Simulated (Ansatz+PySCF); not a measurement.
Values are calculated unless marked as measured or tabulated.
## Ansatz (development build ahead of 0.2.0) run

```yaml
crystal:
  periodic: [false, false, false]
  atoms:
    - { symbol: "N", position_ang: [0.0, 0.0, -1.09775] }
    - { symbol: "N", position_ang: [0.0, 0.0, 1.09775] }
basis:
  gaussian: { orbitals: STO-3G }
magnetization:
  spin_polarized: true
hamiltonian:
  xc: hf
correlation:
  method: mp2
  frozen_orbitals: { "N": 1 }
output:
  forces: true
```

The input is written out in the form of the current development build from the run's settings.

Results

```
Converged                       : yes
Reference energy                : -107.43499 hartree
Correlation energy              : -0.00109 hartree
Total energy                    : -107.43608 hartree
Spin squared of the determinant : 2.907
Stability test                  : minimum
```

Forces (eV/Å):
| atom | Fx | Fy | Fz |
| --- | --- | --- | --- |
| N1 | 0.000 | 0.000 | -0.229 |
| N2 | 0.000 | 0.000 | 0.229 |

Caution: large amplitudes, a single reference is doubtful; the unrestricted determinant is a mixture of spin states; the determinant may break the point group; another reference gives a lower total.
